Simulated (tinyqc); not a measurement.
Inside a calculation (part 2 of 2). Method: coupled-perturbed Hartree-Fock on RHF in the sto-3g basis, for BH3, spin multiplicity 1. Computed by tinyqc, a small Python program that keeps every step (integrals from PySCF). Command: `OMP_NUM_THREADS=1 python tinyqc.py 31199 31200 out.jsonl` (the two numbers bound the seeds that draw the settings). One thread of a shared host (Intel(R) Xeon(R) Processor @ 2.60GHz), about 0.2 s of CPU time with the checks.

Geometry (angstrom):
```
atom,x,y,z
B,0.00000,0.00000,0.00600
H,1.26100,0.00000,0.00000
H,-0.63100,1.09200,0.00000
H,-0.63100,-1.09200,0.00000
```

## Integrals over molecular orbitals

coefficients C:
```
,MO1,MO2,MO3,MO4,MO5,MO6,MO7,MO8
1B 1s,0.99112,-0.22571,0.00000,0.00000,-0.00216,-0.26057,0.00000,0.00017
1B 2s,0.03534,0.58303,-0.00001,0.00000,0.00952,1.34782,0.00000,-0.00083
1B 2px,0.00000,0.00002,0.50311,0.00000,0.00000,0.00065,0.00000,1.13680
1B 2py,0.00000,0.00000,0.00000,0.50315,0.00000,0.00000,1.13644,0.00000
1B 2pz,-0.00003,-0.00085,0.00000,0.00000,0.99996,-0.01056,0.00000,0.00001
2H 1s,-0.00594,0.27844,0.52606,0.00000,-0.00341,-0.70427,0.00000,-0.92261
3H 1s,-0.00594,0.27832,-0.26309,0.45569,-0.00341,-0.70320,-0.79919,0.46206
4H 1s,-0.00594,0.27832,-0.26309,-0.45569,-0.00341,-0.70320,0.79919,0.46206
```

core Hamiltonian H = T + V (hartree):
```
,1B 1s,1B 2s,1B 2px,1B 2py,1B 2pz,2H 1s,3H 1s,4H 1s
1B 1s,-13.57989,-3.52636,0.00001,0.00000,0.00024,-0.74850,-0.74816,-0.74816
1B 2s,-3.52636,-4.63739,0.00006,0.00000,0.00213,-1.82244,-1.82197,-1.82197
1B 2px,0.00001,0.00006,-3.89686,0.00000,0.00000,-1.68404,0.84243,0.84243
1B 2py,0.00000,0.00000,0.00000,-3.89669,0.00000,0.00000,-1.45784,1.45784
1B 2pz,0.00024,0.00213,0.00000,0.00000,-3.73314,0.00841,0.00841,0.00841
2H 1s,-0.74850,-1.82244,-1.68404,0.00000,0.00841,-3.02630,-0.37403,-0.37403
3H 1s,-0.74816,-1.82197,0.84243,-1.45784,0.00841,-0.37403,-3.02605,-0.37429
4H 1s,-0.74816,-1.82197,0.84243,1.45784,0.00841,-0.37403,-0.37429,-3.02605
```

Given earlier and not repeated: Two-electron integrals (ij|kl) in chemists' order.

(pq|rs) = sum C_ip C_jq C_kr C_ls (ij|kl), one index at a time.

one-electron integrals over orbitals h = C^T H C (hartree):
```
,1,2,3,4,5,6,7,8
1,-13.56417,0.29431,0.00001,0.00000,0.00301,0.30217,0.00000,-0.00019
2,0.29431,-3.70969,0.00000,0.00000,-0.00226,-0.61914,0.00000,0.00046
3,0.00001,0.00000,-3.42502,0.00000,0.00000,-0.00030,0.00000,-0.63430
4,0.00000,0.00000,0.00000,-3.42481,0.00000,0.00000,-0.63417,0.00000
5,0.00301,-0.00226,0.00000,0.00000,-3.73310,0.00550,0.00000,0.00000
6,0.30217,-0.61914,-0.00030,0.00000,0.00550,-2.93030,0.00000,-0.00010
7,0.00000,0.00000,0.00000,-0.63417,0.00000,0.00000,-3.12370,0.00000
8,-0.00019,0.00046,-0.63430,0.00000,0.00000,-0.00010,0.00000,-3.12361
```

Two-electron integrals over orbitals (pq|rs), unique and non-zero (hartree):
```
p,q,r,s,(pq|rs)
1,1,1,1,2.88656
2,1,1,1,-0.24815
2,1,2,1,0.03337
2,2,1,1,0.59359
2,2,2,1,-0.00829
2,2,2,2,0.43579
3,1,1,1,-3.00e-06
3,1,2,1,7.01e-07
3,1,2,2,7.30e-07
3,1,3,1,0.00714
3,2,1,1,1.59e-05
3,2,2,1,3.27e-07
3,2,2,2,2.09e-05
3,2,3,1,0.01210
3,2,3,2,0.11858
3,3,1,1,0.52910
3,3,2,1,-0.00342
3,3,2,2,0.42855
3,3,3,1,0.00378
3,3,3,2,0.06380
3,3,3,3,0.48032
4,1,4,1,0.00714
4,2,4,1,0.01209
4,2,4,2,0.11852
4,3,4,1,-0.00379
4,3,4,2,-0.06383
4,3,4,3,0.04969
4,4,1,1,0.52908
4,4,2,1,-0.00342
4,4,2,2,0.42851
4,4,3,1,-0.00379
4,4,3,2,-0.06384
4,4,3,3,0.38101
4,4,4,4,0.48033
5,1,1,1,-0.00232
5,1,2,1,0.00029
5,1,2,2,-0.00018
5,1,3,1,6.50e-09
5,1,3,3,-0.00009
5,1,4,4,-0.00009
5,1,5,1,0.02188
5,2,1,1,0.00132
5,2,2,1,-0.00009
5,2,2,2,-0.00013
5,2,3,2,-7.15e-08
5,2,3,3,-0.00012
5,2,4,4,-0.00012
5,2,5,1,0.02121
5,2,5,2,0.06875
5,3,1,1,-2.39e-08
5,3,2,2,-1.07e-07
5,3,3,1,3.41e-05
5,3,3,2,-0.00027
5,3,3,3,-0.00026
5,3,4,4,0.00026
5,3,5,1,8.62e-09
5,3,5,2,4.97e-07
5,3,5,3,0.01675
5,4,4,1,3.41e-05
5,4,4,2,-0.00027
5,4,4,3,0.00026
5,4,5,4,0.01675
5,5,1,1,0.74194
5,5,2,1,-0.00961
5,5,2,2,0.45860
5,5,3,1,-2.77e-07
5,5,3,2,9.32e-06
5,5,3,3,0.42463
5,5,4,4,0.42461
5,5,5,1,0.00031
5,5,5,2,0.00167
5,5,5,3,-2.95e-08
5,5,5,5,0.58678
6,1,1,1,-0.27427
6,1,2,1,0.03774
6,1,2,2,-0.00854
6,1,3,1,7.45e-06
6,1,3,2,1.00e-05
6,1,3,3,-0.00331
6,1,4,4,-0.00331
6,1,5,1,0.00015
6,1,5,2,-0.00026
6,1,5,3,3.62e-08
6,1,5,5,-0.00792
6,1,6,1,0.04279
6,2,1,1,0.21930
6,2,2,1,-0.00918
6,2,2,2,0.04475
6,2,3,1,4.06e-06
6,2,3,2,-1.18e-05
6,2,3,3,0.02140
6,2,4,4,0.02145
6,2,5,1,-0.00026
6,2,5,2,-0.00005
6,2,5,3,3.26e-07
6,2,5,5,0.11119
6,2,6,1,-0.00933
6,2,6,2,0.07199
6,3,1,1,0.00010
6,3,2,1,-2.83e-06
6,3,2,2,6.63e-06
6,3,3,1,0.00337
6,3,3,2,-0.04397
6,3,3,3,-0.04181
6,3,4,4,0.04184
6,3,5,1,8.75e-09
6,3,5,2,4.86e-07
6,3,5,3,0.00031
6,3,5,5,4.64e-05
6,3,6,1,7.48e-07
6,3,6,2,0.00008
6,3,6,3,0.06128
6,4,4,1,0.00338
6,4,4,2,-0.04386
6,4,4,3,0.04180
6,4,5,4,0.00031
6,4,6,4,0.06119
6,5,1,1,-0.00127
6,5,2,1,-3.02e-05
6,5,2,2,-0.00061
6,5,3,1,7.69e-08
6,5,3,2,6.25e-07
6,5,3,3,-0.00026
6,5,4,4,-0.00026
6,5,5,1,0.02320
6,5,5,2,0.06454
6,5,5,3,8.65e-06
6,5,5,5,3.92e-05
6,5,6,1,-0.00023
6,5,6,2,-0.00107
6,5,6,3,-4.95e-07
6,5,6,5,0.06579
6,6,1,1,0.60470
6,6,2,1,-0.01102
6,6,2,2,0.42953
6,6,3,1,1.47e-05
6,6,3,2,0.00015
6,6,3,3,0.42725
6,6,4,4,0.42707
6,6,5,1,-0.00053
6,6,5,2,-0.00110
6,6,5,3,-5.57e-07
6,6,5,5,0.45078
6,6,6,1,-0.01111
6,6,6,2,0.02761
6,6,6,3,-0.00007
6,6,6,5,-0.00139
6,6,6,6,0.44407
7,1,4,1,0.01261
7,1,4,2,0.01882
7,1,4,3,-0.00520
7,1,5,4,0.00007
7,1,6,4,0.00603
7,1,7,1,0.02247
7,2,4,1,0.00788
7,2,4,2,-0.00141
7,2,4,3,0.02336
7,2,5,4,0.00038
7,2,6,4,0.04605
7,2,7,1,0.01324
7,2,7,2,0.04873
7,3,4,1,0.00279
7,3,4,2,0.04893
7,3,4,3,-0.02376
7,3,5,4,-0.00021
7,3,6,4,-0.03107
7,3,7,1,0.00476
7,3,7,2,-0.00995
7,3,7,3,0.03460
7,4,1,1,0.20612
7,4,2,1,-0.00521
7,4,2,2,0.04898
7,4,3,1,0.00279
7,4,3,2,0.04895
7,4,3,3,0.05297
7,4,4,4,0.00548
7,4,5,1,4.00e-07
7,4,5,2,0.00065
7,4,5,3,-0.00021
7,4,5,5,0.10118
7,4,6,1,-0.00494
7,4,6,2,0.06954
7,4,6,3,-0.03108
7,4,6,5,-0.00033
7,4,6,6,0.02763
7,4,7,4,0.10589
7,5,4,1,0.00012
7,5,4,2,0.00087
7,5,4,3,-0.00043
7,5,5,4,0.01624
7,5,6,4,-0.00036
7,5,7,1,0.00020
7,5,7,2,0.00011
7,5,7,3,0.00036
7,5,7,5,0.02045
7,6,4,1,0.01252
7,6,4,2,0.10758
7,6,4,3,-0.05837
7,6,5,4,-0.00035
7,6,6,4,-0.04677
7,6,7,1,0.02031
7,6,7,2,-0.00683
7,6,7,3,0.05126
7,6,7,5,0.00076
7,6,7,6,0.11062
7,7,1,1,0.67363
7,7,2,1,-0.00941
7,7,2,2,0.44999
7,7,3,1,0.00068
7,7,3,2,-0.02915
7,7,3,3,0.41170
7,7,4,4,0.47858
7,7,5,1,-0.00007
7,7,5,2,0.00028
7,7,5,3,0.00025
7,7,5,5,0.47280
7,7,6,1,-0.00896
7,7,6,2,0.04866
7,7,6,3,0.03735
7,7,6,5,-0.00021
7,7,6,6,0.45445
7,7,7,4,0.04542
7,7,7,7,0.51962
8,1,1,1,0.00018
8,1,2,1,-2.43e-05
8,1,2,2,6.76e-06
8,1,3,1,0.01261
8,1,3,2,0.01883
8,1,3,3,0.00520
8,1,4,4,-0.00520
8,1,5,1,-1.08e-07
8,1,5,2,1.63e-07
8,1,5,3,0.00007
8,1,5,5,5.19e-06
8,1,6,1,-1.56e-05
8,1,6,2,1.36e-05
8,1,6,3,0.00602
8,1,6,5,2.61e-07
8,1,6,6,3.12e-05
8,1,7,4,0.00476
8,1,7,7,0.00197
8,1,8,1,0.02248
8,2,1,1,-0.00015
8,2,2,1,6.16e-06
8,2,2,2,-4.28e-05
8,2,3,1,0.00787
8,2,3,2,-0.00143
8,2,3,3,-0.02337
8,2,4,4,0.02333
8,2,5,1,1.62e-07
8,2,5,2,1.15e-07
8,2,5,3,0.00038
8,2,5,5,-0.00008
8,2,6,1,1.36e-05
8,2,6,2,-4.05e-06
8,2,6,3,0.04607
8,2,6,5,6.25e-07
8,2,6,6,-4.45e-05
8,2,7,4,-0.01000
8,2,7,7,0.02985
8,2,8,1,0.01324
8,2,8,2,0.04873
8,3,1,1,0.20615
8,3,2,1,-0.00521
8,3,2,2,0.04898
8,3,3,1,-0.00279
8,3,3,2,-0.04889
8,3,3,3,0.00556
8,3,4,4,0.05295
8,3,5,1,4.07e-07
8,3,5,2,0.00065
8,3,5,3,0.00021
8,3,5,5,0.10119
8,3,6,1,-0.00495
8,3,6,2,0.06956
8,3,6,3,0.03111
8,3,6,5,-0.00033
8,3,6,6,0.02749
8,3,7,4,0.03997
8,3,7,7,0.06766
8,3,8,1,-0.00476
8,3,8,2,0.00988
8,3,8,3,0.10582
8,4,4,1,0.00279
8,4,4,2,0.04895
8,4,4,3,-0.02378
8,4,5,4,-0.00022
8,4,6,4,-0.03111
8,4,7,1,0.00475
8,4,7,2,-0.00998
8,4,7,3,0.03137
8,4,7,5,0.00036
8,4,7,6,0.05128
8,4,8,4,0.03463
8,5,1,1,7.28e-07
8,5,2,1,2.97e-08
8,5,2,2,5.07e-07
8,5,3,1,0.00012
8,5,3,2,0.00087
8,5,3,3,0.00043
8,5,4,4,-0.00043
8,5,5,1,-1.50e-05
8,5,5,2,-4.12e-05
8,5,5,3,0.01624
8,5,5,5,-7.24e-08
8,5,6,1,2.67e-07
8,5,6,2,6.02e-07
8,5,6,3,-0.00036
8,5,6,5,-3.04e-05
8,5,6,6,1.93e-06
8,5,7,4,0.00037
8,5,7,7,-0.00017
8,5,8,1,0.00020
8,5,8,2,0.00011
8,5,8,3,-0.00036
8,5,8,5,0.02045
8,6,1,1,3.07e-05
8,6,2,1,2.50e-06
8,6,2,2,2.81e-05
8,6,3,1,0.01252
8,6,3,2,0.10766
8,6,3,3,0.05839
8,6,4,4,-0.05841
8,6,5,1,2.86e-07
8,6,5,2,7.08e-07
8,6,5,3,-0.00035
8,6,5,5,1.32e-05
8,6,6,1,1.35e-05
8,6,6,2,-6.32e-06
8,6,6,3,-0.04692
8,6,6,5,1.30e-06
8,6,6,6,0.00016
8,6,7,4,0.05130
8,6,7,7,-0.03007
8,6,8,1,0.02032
8,6,8,2,-0.00689
8,6,8,3,-0.05121
8,6,8,5,0.00076
8,6,8,6,0.11073
8,7,4,1,0.00067
8,7,4,2,-0.02921
8,7,4,3,0.03350
8,7,5,4,0.00025
8,7,6,4,0.03734
8,7,7,1,0.00196
8,7,7,2,0.02990
8,7,7,3,-0.01117
8,7,7,5,-0.00017
8,7,7,6,-0.03011
8,7,8,4,-0.01119
8,7,8,7,0.03454
8,8,1,1,0.67372
8,8,2,1,-0.00942
8,8,2,2,0.45003
8,8,3,1,-0.00070
8,8,3,2,0.02901
8,8,3,3,0.47853
8,8,4,4,0.41178
8,8,5,1,-0.00007
8,8,5,2,0.00028
8,8,5,3,-0.00025
8,8,5,5,0.47283
8,8,6,1,-0.00897
8,8,6,2,0.04860
8,8,6,3,-0.03724
8,8,6,5,-0.00021
8,8,6,6,0.45457
8,8,7,4,0.06762
8,8,7,7,0.45070
8,8,8,1,-0.00199
8,8,8,2,-0.02991
8,8,8,3,0.04554
8,8,8,5,0.00016
8,8,8,6,0.02995
8,8,8,8,0.51960
```

## Response to a field: uncoupled start

orbital energies (hartree): MO1 -7.42170, MO2 -0.64306, MO3 -0.44277, MO4 -0.44262, MO5 0.24232, MO6 0.60955, MO7 0.69240, MO8 0.69284

dipole integrals <a|z|i> (bohr):
```
,i1,i2,i3,i4
a5,0.12125,0.81453,-0.00001,0.00000
a6,-0.00107,-0.00097,0.00000,0.00000
a7,0.00000,0.00000,0.00000,0.00696
a8,0.00000,0.00000,0.00696,0.00000
```

Field along z; U_ai = -mu_ai / (e_a - e_i), alpha = -4 sum U_ai mu_ai.

uncoupled U:
```
,i1,i2,i3,i4
a5,-0.01582,-0.91997,0.00002,0.00000
a6,0.00013,0.00078,0.00000,0.00000
a7,0.00000,0.00000,0.00000,-0.00613
a8,0.00000,0.00000,-0.00613,0.00000
```

uncoupled polarisability = 3.00539 bohr^3

## Coupled step 1

U_ai = -(mu_ai + sum_bj [4 (ai|bj) - (ab|ij) - (aj|bi)] U_bj) / (e_a - e_i); alpha = -4 sum U_ai mu_ai.

U after step 1:
```
,i1,i2,i3,i4
a5,-0.00843,-1.18084,0.00002,0.00000
a6,0.00000,0.00245,0.00000,0.00000
a7,0.00000,0.00000,0.00000,-0.00547
a8,0.00000,0.00000,-0.00547,0.00000
```

polarisability = 3.85172 bohr^3

## Coupled step 2

As before.

U after step 2:
```
,i1,i2,i3,i4
a5,-0.00528,-1.25581,0.00002,0.00000
a6,-0.00002,0.00270,0.00000,0.00000
a7,0.00000,0.00000,0.00000,-0.00530
a8,0.00000,0.00000,-0.00530,0.00000
```

polarisability = 4.09442 bohr^3

## Coupled polarisability

Repeat until U stops changing; compare with -d2E/dF2.

Course of the coupled iterations:
```
step,alpha (bohr^3)
0,3.00539
1,3.85172
2,4.09442
3,4.16439
4,4.18460
5,4.19044
6,4.19212
7,4.19261
8,4.19275
9,4.19279
10,4.19280
11,4.19281
12,4.19281
13,4.19281
14,4.19281
15,4.19281
```

coupled polarisability = 4.19281 bohr^3

finite-field check, fields of +/-0.001 au = 4.19281 bohr^3
